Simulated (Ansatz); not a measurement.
**H₃MgSSi+: one structure at several levels**

The task here is to estimate one member of a computed series from the others.

Program: Ansatz 0.2.0, Gaussian basis. Level of theory: single points in def2-TZVPP. These are calculated values, not measurements.

Cores are frozen in the correlated methods. The outer core shell of Li, Na, Mg and K is correlated. B3LYP uses VWN-RPA correlation.

## The starting structure

SMILES `[MgH][SiH]=[SH+]`, 6 atoms, charge 1, spin multiplicity 1.

Atoms are counted from 1 here; the program's logs count them from 0.

Bond lengths: Mg1–Si2 2.609 Å, Mg1–S3 2.732 Å, Mg1–H4 1.529 Å, Si2–S3 2.134 Å, Si2–H5 1.518 Å, S3–H6 1.315 Å. Angles: Si2–Mg1–S3 47.0°, Si2–Mg1–H4 173.6°, S3–Mg1–H4 126.6°, Mg1–Si2–S3 69.5°, Mg1–Si2–H5 164.8°, S3–Si2–H5 95.3°, Mg1–S3–Si2 63.5°, Mg1–S3–H6 171.3°, Si2–S3–H6 107.8°.

As a file:

```xyz
6

Mg   -1.7096   -0.1334   -0.7688
Si    0.7675    0.6841   -0.8302
S     0.3879   -0.4165    0.9585
H    -3.1167   -0.7058   -0.5966
H     2.2304    0.9503   -0.5228
H     1.4983   -0.4347    1.6636
```

The first run:

The input, run/in.yaml:

```yaml
crystal:
  periodic: [false, false, false]
  atoms:
    - {symbol: Mg, position_ang: [-1.709600, -0.133400, -0.768800]}
    - {symbol: Si, position_ang: [0.767500, 0.684100, -0.830200]}
    - {symbol: S, position_ang: [0.387900, -0.416500, 0.958500]}
    - {symbol: H, position_ang: [-3.116700, -0.705800, -0.596600]}
    - {symbol: H, position_ang: [2.230400, 0.950300, -0.522800]}
    - {symbol: H, position_ang: [1.498300, -0.434700, 1.663600]}
basis:
  gaussian: {orbitals: def2-TZVPP}
total_charge: 1
correlation: {method: ccsd_t}
output: {forces: true}
```

The command line of these runs was not kept.

Among the steps run: CCSD(T)/def2-TZVPP; PBE0-D4/def2-TZVPP; wB97M-V/def2-TZVPP; r2SCAN-D4/def2-TZVPP; PBE-D4/def2-TZVPP; B3LYP-D4/def2-TZVPP; revPBE-D4/def2-TZVPP.

One of the session's tables, all rows but one given; the rest of the session is left out.

```
   method  RMS force component (eV/Å)  angle to CCSD(T) forces (°)
  CCSD(T)                       0.695                    reference
  PBE0-D4                       0.742                          8.3
  wB97M-V                           ?                            ?
r2SCAN-D4                       0.747                          8.3
   PBE-D4                       0.750                         15.5
 B3LYP-D4                       0.700                          3.6
revPBE-D4                       0.748                         15.4
```

Q: Estimate the row for wB97M-V from the others.

The run gave: RMS force component (eV/Å): 0.713; angle to CCSD(T) forces (°): 5.5. In the column «RMS force component (eV/Å)» it lies between B3LYP-D4 (0.700) and PBE0-D4 (0.742).
